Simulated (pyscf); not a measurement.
Optimised with ωB97X-D3(BJ)/def2-SVP in PySCF.

For the elementary gas-phase step F–GeH₃ (SMILES [F][GeH3]) + H₂ (SMILES [H][H]) + HF (SMILES F) -> GeH₄ (SMILES [GeH4]) + HF (SMILES F) + HF (SMILES F) (singlet surface; F–Ge, H–H, F–H broken, Ge–H, F–H, F–H formed), what barrier and reaction energy does ωB97M-D3(BJ)/def2-TZVP give, measured from the separated reactants?

ΔE‡ = 1.63 eV, ΔE = +0.38 eV. Zero-point energy shifts the barrier by +0.19 eV. It is a multi-bond step, with an imaginary mode of 1081i cm⁻¹. On the reactant side the descent ends in a bound adduct (not fully relaxed), 0.35 eV under the separated species and 2.00 eV under the saddle at ωB97X-D3(BJ)/def2-TZVP. On the product side the descent ends in a bound adduct, 0.37 eV under the separated species and 1.60 eV under the saddle at ωB97X-D3(BJ)/def2-TZVP. One saddle was located; it need not be the lowest between these sides. Elements up to Kr have no core potential and no relativistic terms here.
